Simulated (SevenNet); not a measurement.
# Zinc-blende HgTe

The numbers are results of the machine-learned potential SevenNet-0 (trained on PBE and PBE+U data), not measurements.

Cell: relaxed at this level.

equilibrium lattice constant a: 6.665 Å
volume per atom: 37.01 Å³/atom
bulk modulus B0: 32.6 GPa
elastic constant C11: 39.1 GPa
elastic constant C12: 29.5 GPa
elastic constant C44: 12.5 GPa
TO(Γ) frequency: 93 cm⁻¹

Measured, for comparison: lattice constant a 6.46 Å, equilibrium volume per atom 33.70 Å³/atom (room temperature, no zero-point or thermal correction; as tabulated in Cava et al. (2013), arXiv:1302.1059); elastic constant C11 53.6 GPa, elastic constant C12 36.6 GPa, elastic constant C44 21.2 GPa (temperature not stated, no zero-point or thermal correction; as tabulated in Oses et al. (2018), arXiv:1811.08464); zone-centre TO phonon frequency 116 cm⁻¹ (temperature not stated, no zero-point or thermal correction, Raman; as tabulated in Cardona et al. (2009), arXiv:0908.2634). Computed (rounded) less measured: lattice constant a +3.2 %, equilibrium volume per atom +9.8 %, elastic constant C11 -27 %, elastic constant C12 -19 %, elastic constant C44 -41 %, zone-centre TO phonon frequency -20 %.

A machine-learned potential is trained on density-functional data: it inherits that level's misses and adds fitting errors of its own.

Note: no long-range dipole term: LO-TO splitting at the zone centre is missing; this model's volume lies 10 % above that of the starting cell (a measured, published or database cell).

Elastic constants are with the ions relaxed.
